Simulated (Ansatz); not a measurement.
Basis sets compared for Si₂B (the lowest doublet isomer of a short search). Charge 0, multiplicity 2. Geometry PBE0-D4/def2-TZVP. Ansatz on 4 threads of Arm Neoverse V1 on a shared host; times are rough, and most runs start from earlier orbitals.

```xyz
3

B    -0.135   -0.517    0.769
Si    0.576   -0.677   -0.924
Si   -0.442    1.194    0.155
```

At r2SCAN-D4/def2-TZVP, r2SCAN-D4/def2-TZVPD the charge 0 doublet is spin-contaminated (final ⟨S²⟩ up to 0.86, 0.75 for a pure state). The structure comes from a short search, and lower isomers may exist.

Binding counts from free atoms (B doublet, Si triplet) in the same basis, without a counterpoise term.

```
                            level  functions  energy (Eh)  HOMO (eV)  LUMO (eV)  binding per atom (eV)  wall time
                  PBE-D4/def2-SVP         50    -603.1535      -5.75      -4.83                   2.94     0.45 s
                 PBE-D4/def2-TZVP        105    -603.3794      -5.73      -4.78                   2.94     0.85 s
r2SCAN-D4/def2-TZVP (with forces)        105    -603.6304      -6.06      -4.60                   2.82      4.4 s
                 PBE0-D4/def2-SVP         50    -603.1980      -6.82      -4.09                   2.76     0.55 s
                PBE0-D4/def2-TZVP        105    -603.4228      -6.76      -3.99                   2.77      2.9 s
```

Q: Estimate the rows for PBE-D4/def2-TZVPD, r2SCAN-D4/def2-TZVPD, PBE0-D4/def2-TZVPD.

A: 
```
               level  functions  energy (Eh)  HOMO (eV)  LUMO (eV)  binding per atom (eV)  wall time
   PBE-D4/def2-TZVPD        123    -603.3798      -5.74      -4.79                   2.94      1.3 s
r2SCAN-D4/def2-TZVPD        123    -603.6308      -6.06      -4.60                   2.82      5.5 s
  PBE0-D4/def2-TZVPD        123    -603.4232      -6.77      -4.00                   2.77      2.7 s
```
